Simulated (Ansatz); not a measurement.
Working through a rigid scan of one bond length of CH3FOS, SMILES OC(F)S

Program: Ansatz 0.2.0 through its Python package.

Run as a notebook:

```python
import ansatz
import numpy as np
```

```python
BASIS_SET = '6-31G*'
XC = 'pbe'
```

```python
GEOMETRY = '''
O    -0.04730    1.16270    0.24250
C     0.24740   -0.15130    0.37310
F     1.14480   -0.37210   -0.60320
S    -1.08470   -1.20930    0.11780
H     0.54000    1.51190   -0.45450
H     0.71090   -0.29940    1.34980
H    -1.44990   -0.71040   -1.07120
'''
```

```python
geometry = ansatz.Crystal.molecule()
for line in GEOMETRY.strip().splitlines():
    symbol, *xyz = line.split()
    geometry = geometry.atom(symbol, [float(v) for v in xyz])
```

```python
symbols = [site.symbol for site in geometry.cartesian_sites]
start = np.array([site.position_ang for site in geometry.cartesian_sites])
axis = (start[6] - start[3]) / np.linalg.norm(start[6] - start[3])
moving = [6]
lengths, energies = [1.179, 1.233, 1.287, 1.34, 1.394, 1.447, 1.501, 1.581], []
for length in lengths:
    xyz = start.copy()
    xyz[moving] += (length - np.linalg.norm(start[6] - start[3])) * axis
    point = ansatz.Crystal.molecule()
    for symbol, place in zip(symbols, xyz):
        point = point.atom(symbol, place.tolist())
    job = point.calculation()
    job = job.basis(gaussian=BASIS_SET)
    job = job.functional(XC)
    data = job.run(threads=1).report
    energies.append(data['free_energy_ev'])
    print(f'r = {length:6.3f} A  E = {energies[-1]:.5f} eV  <S^2> = {abs(data["mean_field"]["state"]["spin_squared"]):.3f}')
```

    r =  1.179 A  E = -16672.22669 eV  <S^2> = 0.000
    r =  1.233 A  E = -16672.54195 eV  <S^2> = 0.000
    r =  1.287 A  E = -16672.71697 eV  <S^2> = 0.000
    r =  1.340 A  E = -16672.78502 eV  <S^2> = 0.000
    r =  1.394 A  E = -16672.77460 eV  <S^2> = 0.000
    r =  1.447 A  E = -16672.70587 eV  <S^2> = 0.000
    r =  1.501 A  E = -16672.59205 eV  <S^2> = 0.000
    r =  1.581 A  E = -16672.36790 eV  <S^2> = 0.000

```python
# quartic fit about the minimum
fit = np.polynomial.Polynomial.fit(lengths, np.array(energies) - min(energies), 4).convert()
roots = [r.real for r in fit.deriv().roots() if abs(r.imag) < 1e-9 and fit.deriv(2)(r.real) > 0]
r_e = min(roots, key=lambda r: abs(r - lengths[int(np.argmin(energies))]))
print(f'minimum of the fit at {r_e:.4f} A, force constant {fit.deriv(2)(r_e):.2f} eV/A^2')
```

    minimum of the fit at 1.3580 A, force constant 25.03 eV/A^2

What to keep in mind:
- Total energies depend on the basis set; only differences at equal settings carry meaning.
- The rest of the molecule is held rigid at a force-field or estimated start geometry, and the basis set is modest; single-reference methods fail as a bond breaks.
- The orbitals are restricted, so S² is zero by construction.
- Run time: 9.3 s on 1 thread of Arm Neoverse V2, with other jobs on the host, peak memory 0.17 GiB.
